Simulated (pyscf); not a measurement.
H₃C–InH₂ (SMILES [CH3][InH2]) + NH₃ (SMILES N) → CH₄ (SMILES C) + H₂N–InH₂ (SMILES [NH2][InH2]), a four-centre exchange (singlet surface; C–In, H–N broken, C–H, In–N formed). Optimised with ωB97X-D3(BJ)/def2-SVP in PySCF. MP2 and CC: frozen core, UHF for open shells. ΔMP2 is the change of the MP2 total energy from the triple- to the quadruple-zeta basis. Energies in kJ/mol from the separated reactants.

Small-basis levels: PySCF, no dispersion term, spherical d functions. AM1 to PM7: differences of heats of formation from MOPAC, which are fitted to 298 K values and so differ in kind from electronic energies by zero-point and thermal terms. Cost: rough CPU time at the saddle relative to B3LYP/6-31G*+LANL2DZ, from one job on a shared machine.

| level | barrier | reaction energy | cost |
|---|---|---|---|
| MP2/6-31G*+LANL2DZ | 69.6 | -82.1 | 0.1 |
| SVWN5/6-31G*+LANL2DZ | -10.6 | -77.4 | 0.8 |
| BP86/6-31G*+LANL2DZ | 38.5 | -77.3 | 2 |
| PBE/6-31G*+LANL2DZ | (withheld) | -76.2 | 1 |
| B3LYP/6-31G*+LANL2DZ | 59.8 | -78.5 | 1 |
| PBE/def2-SVP | 42.3 | -55.3 | 4 |
| PM6 | (withheld) | +0.5 | under 0.02 |
| CCSD(T)/def2-TZVPP + ΔMP2(QZVPP) | (withheld) | -48.0 | – |

**Question.** Fill in the missing entries.

**Answer.** 
- PBE/6-31G*+LANL2DZ, barrier: 32.0
- PM6, barrier: 129.0
- CCSD(T)/def2-TZVPP + ΔMP2(QZVPP), barrier: 77.9

Against the last row the barrier runs from -88.5 (SVWN5/6-31G*+LANL2DZ) to +51.0 kJ/mol (PM6). At SVWN5/6-31G*+LANL2DZ this geometry lies under one side, so the entry may be no barrier of that level: it is a single point on another level's saddle. CCSD(T)/def2-TZVPP + ΔMP2(QZVPP) has limits of its own. On the reactant side the descent ends in an adduct with a In–N contact, 85.9 kJ/mol under the separated species and 159.6 kJ/mol under the saddle at ωB97X-D3(BJ)/def2-TZVP. What is counted as formed (In–N) is already present as a longer contact in the reactant adduct; forming that adduct is a step of its own. This is the saddle that the search found; another between the same sides may lie lower. The CCSD(T) − MP2 part came from Ansatz, without density fitting, on the same reference. The frozen core leaves the outer d or s,p core shells of the metals and heavy elements correlated in the MP2 and CC values, and def2-TZVPP describes them poorly, which can shift differences by a few kcal/mol. In the def2 sets elements past Kr carry core potentials, without spin-orbit coupling.
